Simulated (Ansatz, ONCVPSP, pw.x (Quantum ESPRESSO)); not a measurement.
## Equation-of-state test of one ONCV potential (Ge (Z = 32))

Ge (Z = 32), optimised norm-conserving Vanderbilt (ONCV), made with ONCVPSP 4.0.1.1 (patched build) (LDA (Perdew-Wang 92), scalar-relativistic). Core [Ar] 3d10, reference 4s2 4p2. Waves: 4s: rc 1.90 bohr, ncon 4, nbas 8, qcut 3.7 1/bohr, 2 projectors, debl 3.7 Ha; 4p: rc 1.95 bohr, ncon 4, nbas 7, qcut 4.5 1/bohr, 3 projectors, debl 1.8 Ha; d scattering state at 0.2 Ha: rc 1.70 bohr, ncon 4, nbas 7, qcut 5.3 1/bohr, 2 projectors, debl 3.4 Ha. Local part: polynomial inside 1.40 bohr (lpopt 5, dvloc0 0 Ha). Core correction: none.

Crystal test: diamond Ge in pw.x 7.5, no spin, 8³ k-points, Fermi–Dirac smearing 0.01 Ry, cutoffs 100/400 Ry. The reference is all-electron LAPW (Ansatz 0.2.0) with the same functional, mesh and smearing; V0 and B0 come from Birch–Murnaghan fits to the pressures at five volumes. Errors are pseudo minus all-electron; Δ is the rms difference of the E(V) curves that follow from these fits, minima aligned, over ±6 % about the mean V0. Mesh and smearing are coarse, so the numbers serve the comparison and aren't converged zero-temperature values; the lattice is a test structure that the element need not adopt.

All-electron: a0 = 5.625 Å (V0 = 22.24 Å³/atom), B0 = 69.8 GPa.

How far does the potential miss the all-electron equation of state?

mean pressure error (GPa): -2.94; a0 (Å): 5.545; a0 error (%): -1.42; B0 error (%): +8.6; Δ (meV/atom): 14.8. This is a poor potential for the solid. The generator flags a localised state at positive energy (d at 11 eV).

```csv
V (Å³/atom),P all-electron (GPa),P pseudo (GPa)
21.111,4.14,0.73
21.666,1.94,-1.21
22.222,0.06,-2.86
22.778,-1.56,-4.28
23.333,-2.98,-5.50
```

At the middle volume, how do free energy and pressure move when the wave cutoff is lowered (ecutrho kept at four times it)?

```tsv
cutoff (Ry)	shift of F (meV/atom)	shift of P (GPa)
45	+78.5	+0.95
60	+39.1	+0.53
80	+27.2	+0.38
```

The run at the middle volume (29 k-points, 7 iterations) took about 41 s on one core of a shared host (Neoverse-N1, 64 threads, 124 GiB, load 56).
